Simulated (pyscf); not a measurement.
A first-order saddle from PySCF, ωB97X-D3(BJ)/def2-SVP:

```
N
H 1 1.0177
Al 1 1.7798 2 118.72
N 3 1.7811 1 123.97 2 33.06
H 4 1.0140 3 125.70 1 -171.56
H 4 1.0141 5 109.71 3 179.69
N 3 1.7952 1 118.71 2 -151.12
H 7 1.0145 3 125.06 1 -168.86
H 7 1.0148 8 109.34 3 164.15
Al 1 1.8078 2 116.09 3 162.71
N 10 1.7918 1 121.73 2 -28.27
H 11 1.0134 10 125.47 1 -41.74
H 11 1.0138 12 109.82 10 174.55
N 10 1.9098 11 121.00 12 102.56
H 14 1.0181 10 120.68 11 -8.79
H 14 1.0224 15 108.83 10 140.06
H 14 1.4789 15 118.22 16 137.06
O 17 1.1111 14 136.92 15 109.71
H 18 0.9646 17 112.20 14 120.21
```

Surface: singlet, charge 0. Lowest wavenumbers (cm⁻¹): 577i, 36, 54, 124, 145.

Problem. Name the species on either side of this saddle.

Solution. `[NH2][Al]([NH2])[NH][Al]([NH2])[NH2]` + `[OH2]` ⇌ `[NH3]` + `[NH2][Al]([NH2])[NH][Al]([NH2])[OH]`, a four-centre exchange read from left to right: Al–N, H–O broken and H–N, Al–O formed. At ωB97M-D3(BJ)/def2-TZVP it lies -0.56 eV from the left side and +0.01 eV from the right (each side as separated species at their lowest minima found). On the reactant side the descent ends in an adduct with a Al–O contact, 0.66 eV under the separated species and 0.07 eV under the saddle at ωB97X-D3(BJ)/def2-TZVP. On the product side the descent ends in an adduct with a Al–N contact (not fully relaxed), 1.30 eV under the separated species and 1.26 eV under the saddle at ωB97X-D3(BJ)/def2-TZVP. At ωB97M-D3(BJ) the saddle lies under the separated reactants, which points to a path from their complex (located at ωB97X-D3(BJ) alone). What is counted as formed (Al–O) is already present as a longer contact in the reactant adduct; forming that adduct is a step of its own. What is counted as broken (Al–N) persists as a longer contact in the product adduct; parting that adduct is a step of its own. One saddle was located; it need not be the lowest between these sides.
